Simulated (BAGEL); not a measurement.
# CASPT2(4,5)/def2-TZVPPD (density fitting with qzvpp-jkfit) run of BH (SMILES [BH])

What is the vertical electron affinity of BH at CASPT2(4,5)/def2-TZVPPD (density fitting with qzvpp-jkfit)? 

The results are computed with BAGEL 1.2.2.

3 further runs of the same task are left out: 3 set aside as unsound or not needed.

### 1 The molecule

BH has 2 atoms, charge 0, and is taken as a singlet. SMILES: `[BH]`. Geometry: the measured bond length.

Bond lengths: B1–H2 1.232 Å.

### 2 A single-point energy at CASPT2(4,5)/def2-TZVPPD (density fitting with qzvpp-jkfit)

Contents of job.json:

```json
{ "bagel": [

{
  "title": "molecule",
  "basis": "def2-tzvppd.json",
  "df_basis": "qzvpp-jkfit",
  "angstrom": "true",
  "geometry": [
    { "atom": "B", "xyz": [       0.000000,       0.000000,       0.000000 ] },
    { "atom": "H", "xyz": [       0.000000,       0.000000,       1.232400 ] }
  ]
},

{ "title": "hf" },

{ "title": "casscf", "nstate": 1, "nact": 5, "nclosed": 1, "maxiter": 200, "natocc": "true" },

{ "title": "print", "file": "orbitals.molden", "orbitals": "true" },

{ "title": "smith", "method": "caspt2", "ms": "true", "xms": "true", "sssr": "true", "shift": 0.0, "ncore": 1 }

]}
```

The basis set def2-TZVPPD is read from a file made from the Basis Set Exchange's data (not shown).

Started as:

```
$ BAGEL_NUM_THREADS=1 BAGEL job.json > job.out
```

The log of the run:

```text
* using 1 threads per process

  ===============================================================
  ===============================================================

  *** Geometry ***

  { "atom" : "B", "xyz" : [      0.000000,      0.000000,      0.000000 ] },
  { "atom" : "H", "xyz" : [      0.000000,      0.000000,      2.328898 ] },

  Number of auxiliary basis functions:       93

  Since a DF basis is specified, we compute 2- and 3-index integrals:
    o Being stored without compression. Storage requirement is 0.002 GB

  Number of basis functions:       54
  Number of electrons      :        6

    * METHOD: MOLECULE                             0.02

  *** RHF ***

  === Nuclear Repulsion ===
     2.1469377259

      * DIIS with orbital gradients will be used.

[... 6 lines left out ...]
    * SCF iteration converged.
[... 1 line left out ...]
    * Permanent dipole moment:
[... 22 lines left out ...]
    * Second-order optimization converged. *
[... 11 lines left out ...]
     * ci vector, state   0, <S^2> = 0.0000
[... 5 lines left out ...]
    * METHOD: CASSCF                               0.22

    * METHOD: PRINT                                0.01

  === SMITH program ===

    * freezing 1 orbital

    * Approximate memory requirement for SMITH calulation per MPI process:
      o Storage requirement for T-amplitude, lambda, and residual is 0.00 GB
      o Storage requirement for MO integrals is 0.00 GB
    * Calculating and saving rdm4f

    * Zeroth order energy : state  0       -1.7972105743

    * CASPT2 iteration is performed using redundant basis

      ---- iteration ----

        0    -0.03582610     0.00474882      0.02
        1    -0.03620211     0.00061764      0.02
        2    -0.03621586     0.00011166      0.02
        3    -0.03621616     0.00001556      0.02
        4    -0.03621617     0.00000306      0.02
        5    -0.03621617     0.00000049      0.02

      -------------------

    * CASPT2 energy : state  0      -25.2221098380
        reference weight              0.9853316130

    * METHOD: SMITH                                0.13

  ===============================================================
```

Wall time 0.54 s (1 thread of Arm Neoverse V1, shared host).

### 3 The doublet anion, same level

Contents of input.json:

```json
{ "bagel" : [

{
  "title" : "molecule",
  "basis" : "def2-tzvppd.json",
  "df_basis" : "qzvpp-jkfit",
  "angstrom" : true,
  "geometry" : [
    { "atom" : "B", "xyz" : [       0.000000,       0.000000,       0.000000 ] },
    { "atom" : "H", "xyz" : [       0.000000,       0.000000,       1.232400 ] }
  ]
},

{ "title" : "hf" },

{ "title" : "casscf", "nstate" : 1, "nact" : 5, "nclosed" : 1, "charge" : -1, "nspin" : 1, "maxiter" : 200, "natocc" : true },

{ "title" : "print", "file" : "orbitals.molden", "orbitals" : true },

{ "title" : "smith", "method" : "caspt2", "ms" : true, "xms" : true, "sssr" : true, "shift" : 0.0, "ncore" : 1 }

]}
```

The basis set def2-TZVPPD is read from a file made from the Basis Set Exchange's data (not shown).

Started as:

```
$ BAGEL_NUM_THREADS=1 BAGEL input.json > input.out
```

The log of the run:

```text
* using 1 threads per process

  ===============================================================
  ===============================================================

  *** Geometry ***

  { "atom" : "B", "xyz" : [      0.000000,      0.000000,      0.000000 ] },
  { "atom" : "H", "xyz" : [      0.000000,      0.000000,      2.328898 ] },

  Number of auxiliary basis functions:       93

  Since a DF basis is specified, we compute 2- and 3-index integrals:
    o Being stored without compression. Storage requirement is 0.002 GB

  Number of basis functions:       54
  Number of electrons      :        6

    * METHOD: MOLECULE                             0.02

  *** RHF ***

  === Nuclear Repulsion ===
     2.1469377259

      * DIIS with orbital gradients will be used.

[... 6 lines left out ...]
    * SCF iteration converged.
[... 1 line left out ...]
    * Permanent dipole moment:
[... 22 lines left out ...]
    * Second-order optimization converged. *
[... 11 lines left out ...]
     * ci vector, state   0, <S^2> = 0.7500
[... 4 lines left out ...]
    * METHOD: CASSCF                               0.77

    * METHOD: PRINT                                0.01

  === SMITH program ===

    * freezing 1 orbital

    * Approximate memory requirement for SMITH calulation per MPI process:
      o Storage requirement for T-amplitude, lambda, and residual is 0.00 GB
      o Storage requirement for MO integrals is 0.00 GB
    * Calculating and saving rdm4f

    * Zeroth order energy : state  0       -0.5880795323

    * CASPT2 iteration is performed using redundant basis

      ---- iteration ----

        0    -0.07237201     0.00593091      0.02
        1    -0.07319511     0.00087966      0.02
        2    -0.07323646     0.00019036      0.02
        3    -0.07323767     0.00003272      0.02
        4    -0.07323774     0.00000843      0.02
        5    -0.07323774     0.00000122      0.02
        6    -0.07323774     0.00000029      0.02

      -------------------

    * CASPT2 energy : state  0      -25.2136855563
        reference weight              0.9546726245

    * METHOD: SMITH                                0.15

  ===============================================================
```

Wall time 1.1 s (1 thread of Arm Neoverse V1, shared host).

### 4 What came out

Level: CASPT2(4,5)/def2-TZVPPD (density fitting with qzvpp-jkfit), 1 core orbital frozen.

| quantity | value |
| --- | --- |
| singlet BH: total energy | -25.22211 Eh |
| doublet anion: total energy | -25.21369 Eh |
| vertical electron affinity (to the doublet anion) | -0.229 eV |

In words: The anion lies 0.23 eV (22.1 kJ/mol) above the neutral: the electron isn't bound at this level, and such a value depends on the basis.
